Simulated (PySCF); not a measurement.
A geometry optimisation on `N#N` (N2).

Computed with PBE0-D3(BJ)/def2-SVP geometry optimisation, gas phase (PySCF 2.14.0). Start geometry: GFN2-xTB. The input is one job of a driver script: a line of settings, then coordinates in Å.

Input:
```
{"job": {"xc": "PBE0", "basis": "def2-SVP", "d3": "d3bj", "grid": 1, "kind": "geom"}, "charge": 0, "multiplicity": 1}
N      0.550487    -0.002118    -0.003770
N     -0.547730     0.003387    -0.010379
```

Output:
```
step   0  E = -109.31546659  max force = 0.001573
step   1  E = -109.31546995  max force = 0.000096
optimisation converged
```

Energies in Eh; «max force» is the largest Cartesian gradient component in Eh/bohr.

In short: final energy -109.31547 Eh after 1 step; dipole 0.00 D.

**Question.** Give the final coordinates.

**Answer.** 0.000 Å rms from the input after alignment:
```
atom  x, y, z in Å
N1     0.2311   -0.1990    0.4494
N2    -0.2297    0.2001   -0.4635
```

The run took 0.87 s on one thread, Arm Neoverse V1 (aarch64), on a shared host, and the process peaked at 0.23 GiB of memory.
Labels such as C1 count atoms from 1, the log's own numbers from 0.
